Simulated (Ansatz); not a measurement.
Input and output for C4H10, SMILES `CC(C)C`.

```yaml
crystal:
  periodic: [false, false, false]
  atoms:
    - {symbol: C, position_ang: [-0.548608, 1.014956, -0.825170]}
    - {symbol: C, position_ang: [-0.356122, -0.089600, 0.149480]}
    - {symbol: C, position_ang: [0.889327, 0.322916, 1.068714]}
    - {symbol: C, position_ang: [-0.111988, -1.554022, -0.350220]}
    - {symbol: H, position_ang: [-1.541756, 0.863362, -1.429656]}
    - {symbol: H, position_ang: [-0.709745, 1.997003, -0.281127]}
    - {symbol: H, position_ang: [0.284096, 1.128995, -1.452549]}
    - {symbol: H, position_ang: [-1.133815, 0.060369, 0.857194]}
    - {symbol: H, position_ang: [1.756460, 0.274861, 0.576496]}
    - {symbol: H, position_ang: [0.873529, -0.349114, 1.803422]}
    - {symbol: H, position_ang: [0.744059, 1.233643, 1.630398]}
    - {symbol: H, position_ang: [-0.174633, -2.156490, 0.469089]}
    - {symbol: H, position_ang: [0.677431, -1.345694, -1.075441]}
    - {symbol: H, position_ang: [-1.051090, -1.591239, -1.137073]}
basis:
  gaussian: {orbitals: def2-SVP}
hamiltonian: {xc: {name: B3LYP}, dispersion: d3bjatm}
output: {forces: true}
```

```sh
$ ansatz run in.yaml --threads 4 --pin off --events-out ev --progress --plain --max-ram 10444MiB
```

Shortened log:

```
Functional definition: B3LYP
1097 factors; integrals over basis functions are off by at most 1.4e-3 eV
mean field evaluation 1: about -4296.0694 eV, gradient 6.4e1 eV
mean field evaluation 2: about -4290.8332 eV, gradient 7.7e1 eV
mean field evaluation 4: about -4306.5366 eV, gradient 2.9e0 eV
mean field evaluation 8: about -4306.8038 eV, gradient 1.1e-1 eV
mean field evaluation 16: about -4306.8038 eV, gradient 3.0e-5 eV
mean field -4306.80381102 eV, -158.2721207987 hartree, gradient 3.0e-5 eV, S^2 0.000000; 0 other end points of the search recorded, 0 dependent functions left out
reference -4306.80403254 eV, -158.2721289394 hartree; 17, 17 occupied and 89, 89 virtual orbitals, 1097 factors
Total energy: -4307.22917028 eV, -158.2877524632 hartree
Atom 0 at    -0.548608     1.014956    -0.825170 Å, force    -3.591033     0.700258    -0.282320 eV/Å
Atom 1 at    -0.356122    -0.089600     0.149480 Å, force     2.842371     0.752215     1.922283 eV/Å
Atom 2 at     0.889327     0.322916     1.068714 Å, force    -4.729045     1.472163    -1.187532 eV/Å
Atom 3 at    -0.111988    -1.554022    -0.350220 Å, force    -4.023201     5.632323    -5.074278 eV/Å
Atom 4 at    -1.541756     0.863362    -1.429656 Å, force     1.685590     0.219726     0.529409 eV/Å
Atom 5 at    -0.709745     1.997003    -0.281127 Å, force     0.260094    -0.853433    -0.425922 eV/Å
Atom 6 at     0.284096     1.128995    -1.452549 Å, force     1.419423     0.276039    -1.550179 eV/Å
Atom 7 at    -1.133815     0.060369     0.857194 Å, force    -1.576463    -0.794820     0.801807 eV/Å
Atom 8 at     1.756460     0.274861     0.576496 Å, force     3.982250     0.075665    -2.234971 eV/Å
Atom 9 at     0.873529    -0.349114     1.803422 Å, force     0.437738    -3.495083     3.425002 eV/Å
Atom 10 at     0.744059     1.233643     1.630398 Å, force    -0.059616     1.086543    -0.266384 eV/Å
Atom 11 at    -0.174633    -2.156490     0.469089 Å, force     0.503471    -2.660024     1.954996 eV/Å
Atom 12 at     0.677431    -1.345694    -1.075441 Å, force     1.034733    -1.358905     0.440012 eV/Å
Atom 13 at    -1.051090    -1.591239    -1.137073 Å, force     1.813689    -1.052668     1.948077 eV/Å
Dipole moment:    -0.002107     0.005068     0.046921 e Å
```

It took 0.8 s on 4 threads of an Intel Xeon 6975P-C on a shared host, with 0.45 GiB of host memory at the peak.
